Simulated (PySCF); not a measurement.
A geometry optimisation, step by step.

Compound: HCF2CH2OH, C2H4F2O.
Numbering: `[OH:1][CH2:2][CH:3]([F:4])[F:5]` (hydrogens: H6 on O1; H7, H8 on C2; H9 on C3)

Method: PBE0-D3(BJ)/def2-TZVP geometry optimisation, gas phase in PySCF 2.14.0; density fitting, grid level 2; the optimiser is geomeTRIC in internal coordinates, started from a GFN2-xTB structure with every atom displaced at random (about 0.01 Å). The frame can shift and turn from step to step; on so coarse a grid that alone can change the energy by a few meV, and forces under 0.02 eV/Å are noise.

Step 0: E = -9614.1581 eV, largest atomic force 1.857 eV/Å
```
atom  x, y, z in Å  |  force x, y, z in eV/Å
O1     -1.426    0.695   -0.013   -0.976   1.560   0.257
C2     -0.600   -0.391   -0.024    1.286  -0.296   0.479
C3      0.845    0.030   -0.224    0.968  -0.280   0.693
F4      1.337    0.696    0.886   -0.649  -0.173  -0.318
F5      1.658   -1.057   -0.367   -0.434   0.124  -0.115
H6     -1.233    1.290    0.734    0.027  -0.552  -0.416
H7     -0.659   -0.972    0.906    0.058  -0.198  -0.096
H8     -0.877   -1.009   -0.870   -0.110  -0.268  -0.163
H9      1.012    0.700   -1.061   -0.171   0.084  -0.322
```

Step 1: E = -9614.2037 eV, largest atomic force 0.658 eV/Å
```
atom  x, y, z in Å  |  force x, y, z in eV/Å
O1     -1.407    0.638   -0.334    0.067  -0.243  -0.295
C2     -0.453   -0.397   -0.315   -0.284  -0.039  -0.198
C3      0.894    0.152    0.083   -0.453   0.070  -0.472
F4      0.752    0.679    1.319    0.267   0.202   0.517
F5      1.807   -0.839    0.143    0.174  -0.028   0.010
H6     -1.642    0.833    0.573   -0.003   0.129   0.167
H7     -0.723   -1.184    0.397    0.051  -0.096   0.042
H8     -0.413   -0.848   -1.313    0.062   0.165   0.113
H9      1.237    0.950   -0.590    0.118  -0.161   0.117
```

Step 2: E = -9614.2264 eV, largest atomic force 0.185 eV/Å
```
atom  x, y, z in Å  |  force x, y, z in eV/Å
O1     -1.430    0.621   -0.356    0.007  -0.160  -0.004
C2     -0.466   -0.401   -0.308   -0.028   0.132   0.126
C3      0.883    0.155    0.093    0.011   0.107  -0.138
F4      0.809    0.679    1.347   -0.100  -0.015   0.011
F5      1.807   -0.832    0.123    0.049  -0.174  -0.011
H6     -1.662    0.856    0.545    0.044   0.066   0.007
H7     -0.725   -1.199    0.400   -0.024  -0.005  -0.006
H8     -0.405   -0.839   -1.306    0.097   0.033   0.004
H9      1.242    0.944   -0.576   -0.056   0.018   0.010
```

Step 3: E = -9614.2318 eV, largest atomic force 0.104 eV/Å
```
atom  x, y, z in Å  |  force x, y, z in eV/Å
O1     -1.436    0.611   -0.359   -0.036  -0.093   0.019
C2     -0.467   -0.403   -0.303   -0.004   0.091   0.051
C3      0.879    0.156    0.091    0.005  -0.021   0.044
F4      0.803    0.671    1.351   -0.018  -0.009  -0.045
F5      1.801   -0.837    0.113    0.005  -0.018  -0.004
H6     -1.650    0.876    0.540    0.057   0.031  -0.020
H7     -0.721   -1.204    0.404   -0.018   0.012  -0.020
H8     -0.389   -0.836   -1.300    0.016  -0.016  -0.033
H9      1.232    0.950   -0.575   -0.009   0.024   0.009
```

Step 4: E = -9614.2348 eV, largest atomic force 0.107 eV/Å
```
atom  x, y, z in Å  |  force x, y, z in eV/Å
O1     -1.445    0.595   -0.360   -0.055  -0.009   0.007
C2     -0.469   -0.407   -0.301    0.030   0.005  -0.033
C3      0.874    0.157    0.091    0.035  -0.064   0.078
F4      0.795    0.665    1.354    0.010  -0.008  -0.025
F5      1.799   -0.835    0.105   -0.036   0.068   0.006
H6     -1.621    0.900    0.535    0.032   0.023  -0.005
H7     -0.719   -1.209    0.405   -0.010  -0.009  -0.009
H8     -0.381   -0.840   -1.299   -0.018  -0.016  -0.010
H9      1.220    0.958   -0.567    0.012   0.010  -0.011
```

Step 5: E = -9614.2363 eV, largest atomic force 0.081 eV/Å
```
atom  x, y, z in Å  |  force x, y, z in eV/Å
O1     -1.454    0.581   -0.359   -0.047   0.035  -0.005
C2     -0.471   -0.413   -0.302    0.037  -0.039  -0.036
C3      0.868    0.158    0.092    0.035  -0.061   0.040
F4      0.785    0.658    1.358    0.010   0.006  -0.002
F5      1.800   -0.828    0.101   -0.033   0.065   0.010
H6     -1.588    0.925    0.529    0.013   0.005   0.002
H7     -0.716   -1.217    0.404   -0.002  -0.011  -0.002
H8     -0.381   -0.846   -1.300   -0.021   0.002   0.004
H9      1.209    0.966   -0.561    0.009  -0.001  -0.010
```

Step 6: E = -9614.2367 eV, largest atomic force 0.040 eV/Å
```
atom  x, y, z in Å  |  force x, y, z in eV/Å
O1     -1.457    0.578   -0.357   -0.018   0.022  -0.005
C2     -0.471   -0.416   -0.303    0.020  -0.033  -0.009
C3      0.866    0.157    0.093    0.016  -0.023  -0.005
F4      0.780    0.658    1.358    0.001   0.008   0.011
F5      1.802   -0.823    0.103   -0.017   0.024   0.011
H6     -1.572    0.934    0.529    0.002   0.001   0.004
H7     -0.716   -1.222    0.401    0.000  -0.004  -0.002
H8     -0.384   -0.848   -1.302   -0.008   0.010   0.002
H9      1.205    0.967   -0.560    0.004  -0.004  -0.005
```

Step 7: E = -9614.2369 eV, largest atomic force under 0.02 eV/Å
```
atom  x, y, z in Å  |  force x, y, z in eV/Å
O1     -1.457    0.577   -0.354   -0.001   0.003  -0.003
C2     -0.472   -0.418   -0.304    0.003  -0.009   0.008
C3      0.866    0.157    0.093    0.000   0.001  -0.015
F4      0.777    0.660    1.357   -0.005   0.007   0.007
F5      1.803   -0.821    0.107    0.000  -0.005   0.007
H6     -1.567    0.936    0.531    0.000   0.000   0.001
H7     -0.716   -1.225    0.398    0.002  -0.001  -0.003
H8     -0.387   -0.847   -1.304    0.000   0.009  -0.002
H9      1.205    0.965   -0.562    0.001  -0.004  -0.001
```

**Question.** Summarise the path.

**Answer.** The energy falls by 0.0787 eV from step 0 to step 7; nine tenths of that is first reached at step 3. It falls at every step. The largest force goes from 1.857 to under 0.02 eV/Å. Among the bonds O1–C2 changes most, from 1.365 to 1.401 Å; the atoms move by 0.062 Å rms after alignment.

**Question.** Follow the three bonds and two angles with the largest change from start to end.

**Answer.** 
```
step  E above end (eV)  largest force (eV/Å)  O1–C2 (Å)  C3–F4 (Å)  O1–H6 (Å)  C2–O1–H6 (°)  F4–C3–F5 (°)
   0            0.0787                 1.857      1.365      1.384      0.973         111.9         104.8
   1            0.0332                 0.658      1.408      1.350      0.957         107.7         108.5
   2            0.0104                 0.185      1.406      1.362      0.960         108.2         107.3
   3            0.0051                 0.104      1.403      1.364      0.961         108.4         107.4
   4            0.0021                 0.107      1.400      1.364      0.961         108.4         107.6
   5            0.0006                 0.081      1.399      1.364      0.961         108.3         107.6
   6            0.0001                 0.040      1.400      1.364      0.961         108.2         107.6
   7            0.0000            under 0.02      1.401      1.364      0.962         108.2         107.6
```

The cost below is that of the whole optimisation. On one thread of an Arm Neoverse V2, shared host with 96 logical CPUs at a one-minute load of 26, this took 65 s and 0.73 GiB of memory at its peak.
